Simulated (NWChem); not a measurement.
# BNH3S (SMILES N[B]S): U-revPBE/6-31G(d,p) (spherical functions)

What is the energy difference between two shapes of BNH3S at U-revPBE/6-31G** (spherical functions)? 

The results are computed with NWChem 7.3.0.

2 further runs of the same task are left out: 2 set aside as unsound or not needed.

### 1 The molecule

The species is BNH3S (6 atoms), meant as a doublet with charge 0. As SMILES, `N[B]S`. The coordinates come from a PBE0-D4/def2-TZVP relaxation. This is a higher conformer, about 7 kJ/mol above the lowest found by a separate search.

Bond lengths: N1–B2 1.380 Å, B2–S3 1.779 Å, N1–H4 1.005 Å, N1–H5 1.010 Å, S3–H6 1.355 Å. Angles: N1–B2–S3 132.0°, B2–N1–H4 122.5°, B2–N1–H5 124.0°, B2–S3–H6 100.0°, H4–N1–H5 113.6°.

### 2 Energy and forces at U-revPBE/6-31G(d,p) (spherical functions)

The input, m1.nw:

```
start m1
title "BH3NS revPBE"
memory 2200 mb
charge 0

geometry units bohr noautoz
   N     -1.17389787     0.15684727    -1.42995576
   B     -1.01742855    -0.84187299     0.97453176
   S      1.47606508    -0.89799785     3.22991989
   H     -2.74803973     0.03023562    -2.48612369
   H      0.25605789     1.07563211    -2.29904080
   H      3.28661168     0.35621337     1.92336325
end

basis spherical bse
   * library 6-31G**
end

dft
   xc revpbe cpbe96
   mult 2
   grid coarse
   convergence energy 1e-05
   iterations 150
   mulliken
end

task dft gradient
```

On the command line:

```sh
$ nwchem m1.nw > m1.out
```

Standard output:

```text
Northwest Computational Chemistry Package (NWChem) 7.3.0
             --------------------------------------------------------

           Job information
           ---------------

    nwchem branch   = 7.3.0
    use scalapack   = T
    input           = m1.nw
    prefix          = m1.
    data base       = ./m1.db
    status          = startup
    nproc           =        1

           Memory information
           ------------------

    heap     =     72089596 doubles =      550.0 Mbytes
    stack    =     72089601 doubles =      550.0 Mbytes
    global   =    144179200 doubles =     1100.0 Mbytes (distinct from heap & stack)
    total    =    288358397 doubles =     2200.0 Mbytes
    verify   = yes
    hardfail = no

           Directory information
           ---------------------

  0 permanent = .
  0 scratch   = .

                                NWChem Input Module
                                -------------------

                                   BH3NS revPBE
                                   ------------
 CS  symmetry detected

                             Geometry "geometry" -> ""
                             -------------------------

 Output coordinates in a.u. (scale by  1.000000000 to convert to a.u.)

  No.       Tag          Charge          X              Y              Z
 ---- ---------------- ---------- -------------- -------------- --------------
    1 N                    7.0000     0.24198364     3.28672329     0.00000000
    2 B                    5.0000    -1.06293946     1.02825904     0.00000000
    3 S                   16.0000    -0.02504643    -2.17021156     0.00000000
    4 H                    1.0000    -0.63599461     4.97153720     0.00000000
    5 H                    1.0000     2.14639536     3.41887420     0.00000000
    6 H                    1.0000     2.51115406    -1.81538473     0.00000000

      Atomic Mass
      -----------

      N                 14.003070
      B                 11.009310
      S                 31.972070
      H                  1.007825

 Effective nuclear repulsion energy (a.u.)      81.7052129666

            Nuclear Dipole moment (a.u.)
            ----------------------------
        X                 Y               Z
 ---------------- ---------------- ----------------
    -0.0000000000     0.0000000000     0.0000000000

      Symmetry information
      --------------------

 Group name             Cs
 Group number              2
 Group order               2
 No. of unique centers     6

      Symmetry unique atoms

     1    2    3    4    5    6

            XYZ format geometry
            -------------------
     6
 geometry
 N                     0.12805224     1.73925919     0.00000000
 B                    -0.56248338     0.54413129     0.00000000
 S                    -0.01325400    -1.14842658     0.00000000
 H                    -0.33655388     2.63082438     0.00000000
 H                     1.13582359     1.80919045     0.00000000
 H                     1.32884560    -0.96066030     0.00000000

 ==============================================================================
                                internuclear distances
 ------------------------------------------------------------------------------
       center one      |      center two      | atomic units |       a.u.
 ------------------------------------------------------------------------------
    2 B                |   1 N                |     2.60835  |     2.60835
    3 S                |   2 B                |     3.36265  |     3.36265
    4 H                |   1 N                |     1.89985  |     1.89985
    5 H                |   1 N                |     1.90899  |     1.90899
    6 H                |   3 S                |     2.56090  |     2.56090
 ------------------------------------------------------------------------------
                         number of included internuclear distances:          5
 ==============================================================================

 ==============================================================================
                                 internuclear angles
 ------------------------------------------------------------------------------
        center 1       |       center 2       |       center 3       |  degrees
 ------------------------------------------------------------------------------
    2 B                |   1 N                |   4 H                |   122.46
    2 B                |   1 N                |   5 H                |   123.99
    4 H                |   1 N                |   5 H                |   113.56
    1 N                |   2 B                |   3 S                |   132.00
    2 B                |   3 S                |   6 H                |   100.01
 ------------------------------------------------------------------------------
                            number of included internuclear angles:          5
 ==============================================================================

 Summary of "ao basis" -> "" (spherical)
 ------------------------------------------------------------------------------
       Tag                 Description            Shells   Functions and Types
 ---------------- ------------------------------  ------  ---------------------
 *                          6-31G**                   on all atoms

  pbe96 is a nonlocal functional; adding pw91lda local functional.

                                 NWChem DFT Module
                                 -----------------

                                   BH3NS revPBE

[... 44 lines left out ...]
          Convergence on energy requested:  1.00D-05
          Convergence on density requested:  1.00D-05
          Convergence on gradient requested:  5.00D-04
[... 20 lines left out ...]
          Spatial weights used:  Erf1
[... 1 line left out ...]
          Convergence Information
[... 1 line left out ...]
          Convergence aids based upon iterative change in
          total energy or number of iterations.
[... 101 lines left out ...]
   convergence    iter        energy       DeltaE   RMS-Dens  Diis-err    time
[... 13 lines left out ...]
         Total DFT energy =     -479.477877766273
      One electron energy =     -821.463401350717
           Coulomb energy =      298.000581888392
    Exchange-Corr. energy =      -37.720271270551
 Nuclear repulsion energy =       81.705212966603
[... 13 lines left out ...]
                    DFT Final Alpha Molecular Orbital Analysis
[... 583 lines left out ...]
                     DFT Final Beta Molecular Orbital Analysis
[... 613 lines left out ...]
    Atom       Charge   Shell Charges
 -----------   ------   -------------------------------------------------------
    1 N    7     7.11   1.99  0.62  2.30  0.48  1.68  0.04
    2 B    5     5.27   1.98  0.47  1.30  0.43  0.95  0.15
    3 S   16    15.95   2.00  1.99  5.89  1.05  2.76  0.55  1.64  0.06
    4 H    1     0.85   0.49  0.28  0.08
    5 H    1     0.86   0.49  0.30  0.08
    6 H    1     0.96   0.49  0.43  0.05

     ------------------------------------------
      Spin Density - Lowdin Population Analysis
     ------------------------------------------

    Atom       Charge   Shell Charges
 -----------   ------   -------------------------------------------------------
    1 N    7    -0.01   0.00  0.00 -0.02 -0.00 -0.01  0.01
    2 B    5     0.89   0.00  0.08  0.41  0.11  0.29  0.00
    3 S   16     0.01   0.00  0.00 -0.00  0.02 -0.02  0.00 -0.01  0.02
    4 H    1     0.01   0.01 -0.00 -0.00
    5 H    1     0.04   0.02  0.02 -0.00
    6 H    1     0.06   0.03  0.03  0.00

   alpha - beta orbital overlaps
   -----------------------------

   alpha      1      2      3      4      5      6      7      8      9     10
    beta      1      2      3      4      5      6      7      8      9     10
 overlap   1.000  1.000  1.000  1.000  1.000  1.000  1.000  1.000  1.000  0.804

   alpha     11     12     13     14     15     16     17     18     19     20
    beta     11     12     13     14     15     16     17     18     19     20
 overlap   0.803  0.996  0.999  0.999  1.000  0.971  0.998  0.975  0.991  0.995

   alpha     21     22     23     24     25     26     27     28     29     30
    beta     21     22     23     24     26     25     28     27     29     30
 overlap   0.996  0.995  0.944  0.975  0.948  0.999  0.963  0.998  0.976  0.979

   alpha     31     32     33     34     35     36     37     38     39     40
    beta     31     32     33     34     35     36     37     38     39     40
 overlap   0.981  0.997  0.996  0.993  0.995  0.980  0.975  0.998  0.980  0.979

   alpha     41     42     43     44     45     46     47     48     49     50
    beta     41     42     43     44     46     45     47     48     49     51
 overlap   0.999  0.983  0.996  0.984  0.994  0.989  0.997  0.997  1.000  1.000

   alpha     51     52     53     54     55     56     57     58     59     60
    beta     50     52     53     54     55     56     57     58     59     60
 overlap   0.999  0.974  0.974  1.000  1.000  1.000  0.999  1.000  1.000  1.000

   alpha     61
    beta     61
 overlap   1.000

     --------------------------
     Expectation value of S2:
     --------------------------
      <S2> =      0.7539 (Exact =     0.7500)

 center of mass
 --------------
 x =  -0.08434684 y =  -0.09023876 z =   0.00000000

 moments of inertia (a.u.)
 ------------------
         353.014341829556          -0.000000000000           0.000000000000
          -0.000000000000          24.257819550492           0.000000000000
           0.000000000000           0.000000000000         377.272161380049

     Multipole analysis of the density
     ---------------------------------

     L   x y z        total         alpha         beta         nuclear
     -   - - -        -----         -----         ----         -------
     0   0 0 0     -0.000000    -16.000000    -15.000000     31.000000

     1   1 0 0      0.754965      1.214332     -0.459367     -0.000000
[... 8 lines of this table left out ...]
     2   0 0 2    -20.687727    -10.921920     -9.765807      0.000000

            General Information
            -------------------
          SCF calculation type: DFT
          Wavefunction type:  spin polarized.
          No. of atoms     :     6
          No. of electrons :    31
           Alpha electrons :    16
            Beta electrons :    15
          Charge           :     0
          Spin multiplicity:     2
          Use of symmetry is: on ; symmetry adaption is: on
          Maximum number of iterations: 150
          AO basis - number of functions:    61
                     number of shells:    29
          Convergence on energy requested:  1.00D-05
          Convergence on density requested:  1.00D-05
          Convergence on gradient requested:  5.00D-04

              XC Information
              --------------
                        RevPBE Exchange Functional  1.000
            Perdew 1991 LDA Correlation Functional  1.000 local
           PerdewBurkeErnz. Correlation Functional  1.000 non-local

             Grid Information
             ----------------
          Grid used for XC integration:  coarse
          Radial quadrature: Mura-Knowles
          Angular quadrature: Lebedev.
          Tag              B.-S. Rad. Rad. Pts. Rad. Cut. Ang. Pts.
          ---              ---------- --------- --------- ---------
          N                   0.65       35           8.0       302
          B                   0.85       35           7.0       302
          S                   1.00       70          10.0       302
          H                   0.35       35          10.0       302
          Grid pruning is: on
          Number of quadrature shells:   245
          Spatial weights used:  Erf1

          Convergence Information
          -----------------------
          Convergence aids based upon iterative change in
          total energy or number of iterations.
          Levelshifting, if invoked, occurs when the
          HOMO/LUMO gap drops below (HL_TOL):  1.00D-02
          DIIS, if invoked, will attempt to extrapolate
          using up to (NFOCK): 10 stored Fock matrices.

                    Damping( 0%)  Levelshifting(0.5)       DIIS
                  --------------- ------------------- ---------------
          dE  on:    start            ASAP                start
          dE off:    2 iters        150 iters           150 iters

      Screening Tolerance Information
      -------------------------------
          Density screening/tol_rho:  1.00D-10
          AO Gaussian exp screening on grid/accAOfunc:  12
          CD Gaussian exp screening on grid/accCDfunc:  20
          XC Gaussian exp screening on grid/accXCfunc:  20
          Schwarz screening/accCoul:  1.00D-08

                            NWChem DFT Gradient Module
                            --------------------------

                                   BH3NS revPBE

  charge          =   0.00
  wavefunction    = open shell

  Using symmetry

                         DFT ENERGY GRADIENTS

    atom               coordinates                        gradient
                 x          y          z           x          y          z
   1 N       0.241984   3.286723   0.000000   -0.002311  -0.003315   0.000000
   2 B      -1.062939   1.028259   0.000000    0.012645   0.003135   0.000000
   3 S      -0.025046  -2.170212   0.000000    0.004771   0.009987   0.000000
   4 H      -0.635995   4.971537   0.000000    0.004100  -0.008403   0.000000
   5 H       2.146395   3.418874   0.000000   -0.009990  -0.001674   0.000000
   6 H       2.511154  -1.815385   0.000000   -0.009215   0.000270   0.000000

                 ----------------------------------------
                 |  Time  |  1-e(secs)   |  2-e(secs)   |
                 ----------------------------------------
                 |  CPU   |       0.00   |       1.26   |
                 ----------------------------------------
                 |  WALL  |       0.00   |       1.26   |
                 ----------------------------------------

 Task  times  cpu:        3.4s     wall:        3.4s
 Total times  cpu:        3.5s     wall:        3.5s
```

Run time: 4.2 s. Hardware: 1 thread of AMD EPYC 9R45 (Zen 5), shared host; peak memory 0.11 GiB.

(Part 1 of 2 ends here.)
